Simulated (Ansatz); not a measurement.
HAlSi⁺, doublet in 6-31G: errors against full CI

Geometry: that of the HAlSi, singlet, kept fixed.

```yaml
atoms:
  - { symbol: Si, position_ang: [0.0000, 0.0000, 2.1008] }
  - { symbol: Al, position_ang: [0.0000, 0.0000, -0.2530] }
  - { symbol: H, position_ang: [0.0000, 0.0000, -1.8478] }
```

Basis 6-31G; Ansatz 0.2.0. Correlated methods freeze the noble-gas cores, which leaves 7 electrons in 18 orbitals. R marks a restricted (for open shells ROHF) determinant, U an unrestricted one. Active spaces: valence = (7e, 9o) chosen from the atoms' valence shells.

Full CI is exact within this basis and frozen core; it isn't the basis-set limit. The frozen core follows each run's orbitals, which can shift R against U totals by a few meV.

HF rows are the lowest solutions found. Coupled cluster chose its determinant by trial CCSD, here up to 0.04 eV above the lowest Hartree–Fock solution of its kind, and MP2 stands on that determinant too. For open shells CISD and CISDTQ are restricted-active-space CI with the open shells as a complete middle space.

- UHF ⟨S²⟩: 1.059
- ⟨S²⟩ of the determinant under UCCSD: 0.752
- T1 diagnostic (RCCSD): 0.0270
- largest doubles amplitude (RCCSD): 0.080
- T1 diagnostic (UCCSD): 0.0268

| level | E − E(full CI) (kcal/mol) | share of correlation (%) | wall time |
| --- | --- | --- | --- |
| RHF | 49.55 | 0.00 | – |
| RMP2 | 17.20 | 65.28 | – |
| UMP2 | 17.21 | 65.27 | – |
| CISD | 3.73 | 92.48 | 0.91 s |
| RCCSD | 1.52 | 96.92 | – |
| UCCSD | 1.52 | 96.94 | – |
| RCCSD(T) | 0.54 | 98.91 | 0.9 s |
| UCCSD(T) | 0.54 | 98.91 | 2.5 s |
| BCCD(T) | 0.58 | 98.83 | 1.3 s |
| RCCSDT | 0.08 | 99.84 | – |
| UCCSDT | 0.08 | 99.84 | – |
| CISDTQ | 0.09 | 99.82 | 2.9 s |
| RCCSDT(Q) | 0.02 | 99.96 | 2.9 s |
| UCCSDT(Q) | 0.02 | 99.97 | 4.2 s |
| RCCSDTQ | 0.00 | 99.99 | 14 s |
| UCCSDTQ | 0.00 | 100.00 | 15 s |
| CASSCF (valence space) | 9.17 | 81.49 | – |
| NEVPT2 (valence space) | 2.75 | 94.45 | 2.8 s |
| MRCISD (valence space) | 0.19 | 99.62 | – |
| MRCISD+Q (valence space) | 0.07 | 99.86 | 7.5 s |

The correlation energy at full CI, counted from RHF, is -2.149 eV. That run took 7.5 s on 1 thread of INTEL XEON PLATINUM 8581C, shared host over 624,320 determinants.

Run but not shown, since their state, orbitals or frozen core can't be matched to the reference's or they repeat it: UHF.

Times hold each run's SCF and search for its determinant on a shared host, so for small cases they say little of a method's own cost; they ran on 1 thread of INTEL XEON PLATINUM 8581C.

The full-CI state has the irrep B1 of C2v, in the program's axes (one component, if the state is degenerate).

Natural occupations of full CI about the gap: 1.959 1.953 1.899 0.987 0.062 0.057 0.031 0.018 0.016 0.006; effectively unpaired electrons, Σ n²(2−n)², 1.08.
